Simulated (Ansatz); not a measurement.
A made-up structure of C3H5 (charge +1), singlet:

| atom | x (Å) | y (Å) | z (Å) |
| --- | --- | --- | --- |
| C1 | -0.9520 | 0.6901 | -0.9059 |
| C2 | -0.1017 | 0.1332 | -0.1545 |
| C3 | 0.8020 | -0.5105 | 0.6942 |
| H4 | -2.0075 | 0.4049 | -0.8903 |
| H5 | -0.6394 | 1.4806 | -1.5964 |
| H6 | 1.2211 | 0.1473 | 1.4619 |
| H7 | -0.5488 | 1.5788 | -0.4920 |
| H8 | 0.1356 | -1.2290 | 1.2288 |

It is relaxed with PBE-D4/def2-SVP and then PBE0-D4/def2-TZVP (Ansatz 0.2.0). Atoms count as bonded within 1.22 times the sum of their covalent radii (H–H: 0.88 Å). The end point is not checked to be a true minimum.

(1) Does its bonding change? (Judge from chemistry; the calculation decides.)

## Answers

(1) The calculation gives: No: no bond forms or breaks.

Where it ends: The first stage lowers the energy by 3.65 eV in 11 steps. It ends as C₃H₅ ([CH2][C][CH3]), total charge +1:
C1  (-0.930, 0.905, -0.866)
C2  (-0.154, 0.174, 0.036)
C3  (0.560, -0.449, 0.872)
H4  (-2.005, 0.728, -0.758)
H5  (-0.564, 0.853, -1.896)
H6  (1.126, 0.074, 1.648)
H7  (-0.749, 1.951, -0.522)
H8  (0.625, -1.542, 0.833)
(Å)

Labels in which every atom is bracketed show which atoms are joined, not bond orders.

For scale, one of the runs: PBE0-D4/def2-TZVP relaxation, 123 basis functions, launched by `ansatz run in.yaml --threads 2 --pin off --events-out ev --progress --plain --max-ram 4352MiB`. The run took about 12 s on 2 CPU threads of an Arm Neoverse V2 (shared host).
